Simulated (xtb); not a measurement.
HS, SMILES [SH] (connectivity only; charge and spin as stated), charge -1, multiplicity 1. All values are semi-empirical tight-binding results from xtb (GFN2-xTB unless named), good for trends rather than for accurate numbers. Coordinates come from a GFN2-xTB optimisation. The spin state was assumed, not searched.

Computed properties:
```
Item                                             Result
---------------------------------------  --------------
point group as xtb finds it                         C∞v
orbital gap                                     5.17 eV
static polarisability (D4 model)             25.8 bohr³
solvation energy, GFN2-xTB/ALPB(water)   -64.6 kcal/mol
solvation energy, GFN2-xTB/ALPB(hexane)  -43.7 kcal/mol
```
